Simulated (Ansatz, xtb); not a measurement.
**Relative energy of two structures of C2H4O−**

Structure X is a doublet given by its coordinates and structure Y is the doublet with the links of `[CH2]C[O-]`. Both are isolated ions in the gas phase, relaxed with r2SCAN-D4/def2-SVPD; the shapes shown needn't be the lowest conformers.

X (Å):

```yaml
atoms:
  - { symbol: C, position_ang: [1.4321, -0.0817, -0.0113] }
  - { symbol: C, position_ang: [0.0533, -0.2346, 0.0481] }
  - { symbol: O, position_ang: [-0.7617, 0.7095, 0.6334] }
  - { symbol: H, position_ang: [-0.3594, -1.2592, 0.0580] }
  - { symbol: H, position_ang: [1.8882, 0.9101, -0.0782] }
  - { symbol: H, position_ang: [2.0581, -0.9416, -0.2770] }
  - { symbol: H, position_ang: [-0.3338, 1.0622, 1.4999] }
```

Close contacts (Å): C1–C2 1.39, C2–O3 1.38, C1–H5 1.09, C1–H6 1.10, C2–H4 1.10, O3–H7 1.03.

Y (Å):

```yaml
atoms:
  - { symbol: C, position_ang: [-1.0038, -0.4984, 1.0676] }
  - { symbol: C, position_ang: [-1.8599, 0.1053, -0.0278] }
  - { symbol: O, position_ang: [-1.5741, -0.5954, -1.1534] }
  - { symbol: H, position_ang: [-1.2645, -1.5270, 1.3601] }
  - { symbol: H, position_ang: [0.0806, -0.3407, 0.9626] }
  - { symbol: H, position_ang: [-2.9475, 0.0583, 0.2856] }
  - { symbol: H, position_ang: [-1.6377, 1.2137, -0.1012] }
```

Q: Estimate which is lower in electronic energy at CCSD(T)/def2-SVPD, and by roughly how much.

A: The CCSD(T)/def2-SVPD calculation puts structure Y lower, by 0.456 eV.

How the difference moves with the method:

```json
{"level": "GFN2-xTB", "geometry": "GFN2-xTB", "E(Y) − E(X) (eV)": "−0.925", "departure from the last row (eV)": "−0.469", "job, with rough time for the two": "optimisation, 2.5 s"}
{"level": "HF/STO-3G", "geometry": "GFN2-xTB", "E(Y) − E(X) (eV)": "−0.079", "departure from the last row (eV)": "+0.377", "job, with rough time for the two": "single point, 2.4 s"}
{"level": "r2SCAN-D4/def2-SVPD//GFN2-xTB", "geometry": "GFN2-xTB", "E(Y) − E(X) (eV)": "−0.605", "departure from the last row (eV)": "−0.149", "job, with rough time for the two": "single point, 13 s"}
{"level": "r2SCAN-D4/def2-SVPD", "geometry": "r2SCAN-D4/def2-SVPD", "E(Y) − E(X) (eV)": "−0.414", "departure from the last row (eV)": "+0.042", "job, with rough time for the two": "optimisation, 2.9 min"}
{"level": "HF/def2-SVPD", "geometry": "r2SCAN-D4/def2-SVPD", "E(Y) − E(X) (eV)": "−0.795", "departure from the last row (eV)": "−0.339", "job, with rough time for the two": "part of the CCSD(T) run"}
{"level": "MP2/def2-SVPD", "geometry": "r2SCAN-D4/def2-SVPD", "E(Y) − E(X) (eV)": "−0.432", "departure from the last row (eV)": "+0.024", "job, with rough time for the two": "part of the CCSD(T) run"}
{"level": "CCSD(T)/def2-SVPD", "geometry": "r2SCAN-D4/def2-SVPD", "E(Y) − E(X) (eV)": "−0.456", "departure from the last row (eV)": "", "job, with rough time for the two": "single point, 78 s"}
```

None of the levels shown reverses the order. The largest departure from CCSD(T)/def2-SVPD is that of GFN2-xTB, 0.469 eV. MP2 in a larger basis moves the difference by +0.049 eV, a step that isn't added because spin contamination makes open-shell MP2 unreliable in this search.

With harmonic frequencies from r2SCAN-D4/def2-SVPD (ideal gas, rigid rotor, one conformer each, 298.15 K, 1 atm): on the last row, ΔE + ΔZPE = −0.404, ΔH = −0.415, ΔG = −0.400 eV.

Open shells are spin-unrestricted. The correlated steps freeze 3 core orbitals. Mirror images aren't counted in ΔG. Programs: Ansatz 0.2.0, xtb 6.7.1; the last row on 2 threads of Intel(R) Xeon(R) Processor @ 2.50GHz (Skylake/Cascade Lake) on a shared host.
